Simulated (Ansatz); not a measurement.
**AlBNH+ (quartet): wave-function methods side by side, cc-pVDZ**

The task here is to estimate one member of a computed series from the others.

Computed with Ansatz 0.2.0, Gaussian basis. Level: cc-pVDZ, core rule «outside noble gas», up to 7 orbitals frozen.

To be run: UHF; CCSD(T) on ROHF; CCSD(T) on UHF; BCCD(T) on ROHF; CISD; CCSDT(Q) on ROHF; CCSDT(Q) on UHF.

31 further runs of the same task are left out: 17 that didn't finish, 14 set aside as unsound or not needed.

## The system

The geometry is a PBE0/def2-TZVP stationary point (not a proven minimum) of the parent state, kept for this charge and spin.

4 atoms, charge 1, spin multiplicity 4.

Atoms are counted from 1 here; the program's logs count them from 0.

Bond lengths: Al1–N3 1.778 Å, Al1–H4 1.603 Å, B2–N3 1.257 Å. Angles: N3–Al1–H4 116.9°, Al1–N3–B2 169.1°.

Set-up of the first run:

File in.yaml:

```yaml
crystal:
  periodic: [false, false, false]
  atoms:
    - {symbol: Al, position_ang: [0.000000, -0.112718, 1.068961]}
    - {symbol: B, position_ang: [0.000000, 0.026926, -1.950247]}
    - {symbol: N, position_ang: [0.000000, 0.108910, -0.695431]}
    - {symbol: H, position_ang: [0.000000, 1.215105, 1.966973]}
basis:
  gaussian: {orbitals: cc-pVDZ}
total_charge: 1
magnetization: {spin_polarized: true, initial_magnetization: 3}
hamiltonian: {xc: hf}
output: {orbitals: {seedname: orbitals}}
```

Command:

```
$ ansatz run in.yaml --threads 1 --pin off --events-out ev --progress --plain --max-ram 2393MiB
```

Among the steps run: UHF; CCSD(T) on ROHF; CCSD(T) on UHF; BCCD(T) on ROHF; CISD; CCSDT(Q) on ROHF; CCSDT(Q) on UHF.

One of the session's tables, all rows but one given; the rest of the session is left out.

It belongs to the step «Misses and costs». 

| method | from UCCSDT(Q) (kJ/mol) |
| --- | --- |
| ROHF | +623.2 |
| UHF | +612.0 |
| RMP2 | +101.5 |
| UMP2 | +101.2 |
| CISD | +64.8 |
| RCCSD | +24.8 |
| UCCSD | ? |
| RCCSD(T) | +6.2 |
| UCCSD(T) | +6.0 |
| BCCD(T) | +6.1 |
| RCCSDT | +1.7 |
| UCCSDT | +1.6 |
| RCCSDT(Q) | +0.4 |
| UCCSDT(Q) | 0 |

Q: Estimate the row for UCCSD from the others.

**Answer.** from UCCSDT(Q) (kJ/mol): +24.5. In the column «from UCCSDT(Q) (kJ/mol)» it lies between RCCSD(T) (+6.2) and RCCSD (+24.8).

Limits of these values: Restricted and unrestricted rows rest on different reference determinants; where their highest levels disagree by more than a few hundredths of an eV, they describe different states and don't form one ladder.
